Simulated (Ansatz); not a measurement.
Process, species as SMILES: [SiH3]P (SiPH5) [silylphosphane] → [SiH3] (SiH3) + [PH2] (PH2) (the P-Si bond breaks)

Wanted: bond dissociation energy (electronic), in kcal/mol. Conventions: non-relativistic; 6-311+G** with 5d, 6d on Na to Ar in Ansatz (a program for electronic structure); LANL2DZ with its own core potentials from Na on; 6-31G* and kin with 6d, 5d where marked; open shells spin-unrestricted; spin-orbit terms left out; dispersion terms only where a functional's name holds one; valence correlation only. CBS(X,Y): correlation extrapolated as X^-3; Hartree-Fock from the larger set. The bracket is a focal-point correction in the basis named. Ab initio and DFT rows: single points at B3LYP-D3(BJ) geometries (Ansatz).

Coupled cluster (Ansatz) is a level with limits of its own, used here on species with T1 under 0.025 (0.045 for open shells) and stable references: RI-MP2/CBS(aug-cc-pV(T+d)Z,aug-cc-pV(Q+d)Z)+[CCSD(T)-MP2]/aug-cc-pV(T+d)Z.

Value to compare with, RI-MP2/CBS(aug-cc-pV(T+d)Z,aug-cc-pV(Q+d)Z)+[CCSD(T)-MP2]/aug-cc-pV(T+d)Z (Ansatz): 75.0 kcal/mol.

```csv
level,program,bond dissociation energy (electronic) (kcal/mol),difference
PBE/STO-3G,Ansatz,102.6,27.6
PBE/3-21G,Ansatz,67.1,-7.9
PBE/LANL2DZ,Ansatz,63.1,-11.9
PBE/6-31G*,Ansatz,71.5,-3.5
PBE/def2-SVP,Ansatz,71.6,-3.4
PBE/6-311+G**,Ansatz,70.2,-4.8
PBE/def2-TZVPD,Ansatz,72.0,-3.0
```

Among the 6 habitual levels, PBE/STO-3G lies farthest from RI-MP2/CBS(aug-cc-pV(T+d)Z,aug-cc-pV(Q+d)Z)+[CCSD(T)-MP2]/aug-cc-pV(T+d)Z (Ansatz) (27.6 kcal/mol); 1 of 6 lie above it, and their mean absolute difference is 9.8 kcal/mol, the median 6.3. One case shows no general order.

The sets are all those run for this method; left out are runs that failed, that the program found above a lower state of the same kind, or whose <S^2> lies over 0.5 above the pure value.
